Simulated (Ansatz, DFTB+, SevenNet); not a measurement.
How well does each level of theory give the lattice constant a of double-hcp La?

Reference value: 3.774 Å (measured, 293 K, no zero-point or thermal correction; as tabulated in Wikipedia's data pages).

| level (code) | value (Å) | difference (%) |
|---|---|---|
| GFN1-xTB as cut by DFTB+ | 4.644 | +23 |
| SevenNet-0 | 3.743 | -0.82 |
| LDA (Ansatz) | 3.594 | -4.77 |
| PBE (Ansatz) | 3.767 | -0.19 |
| PBEsol+SOC (Ansatz) | 3.660 | -3.02 |
| PBE-D4 (Ansatz) | 3.705 | -1.83 |
| r²SCAN+SOC (Ansatz) | 3.783 | +0.24 |
| r²SCAN+rVV10 (Ansatz) | 3.741 | -0.87 |
| HSE06 (Ansatz) | 3.836 | +1.64 |

Leaving aside GFN1-xTB as cut by DFTB+ (doubt noted below): The reference is not for a static lattice or low temperature, so close values are not ranked against it. Off by more than 1.25 %, or 1.75 % on the side where a correction would as a rule narrow the miss (bounds picked here): LDA (-4.77 %), PBEsol+SOC (-3.02 %), PBE-D4 (-1.83 %), HSE06 (+1.64 %).

The measured value isn't corrected to a static lattice, so vibrations enter the comparison.  GFN1-xTB as cut by DFTB+: the cell has another shape than the first-principles one, perhaps another minimum in the same group. GFN1-xTB as cut by DFTB+: the cell moved over 20 % in volume from its start. GFN1-xTB as cut by DFTB+: the method was fitted mainly to molecules. GFN1-xTB as cut by DFTB+: codes differ in how they cut the long-range tail of xTB's charge interaction in a crystal, so the value belongs to this code. Cutoffs and k meshes differ between the levels. Ansatz's density-functional and Hartree–Fock values are scalar-relativistic unless marked +SOC, with PAW data made under PBE.

Machine-learned potentials (SevenNet-0) are trained on DFT data: a solid inside that data is no test of them.

Differences are worked out from the printed values.

Ansatz is a quantum-chemistry and plane-wave program.
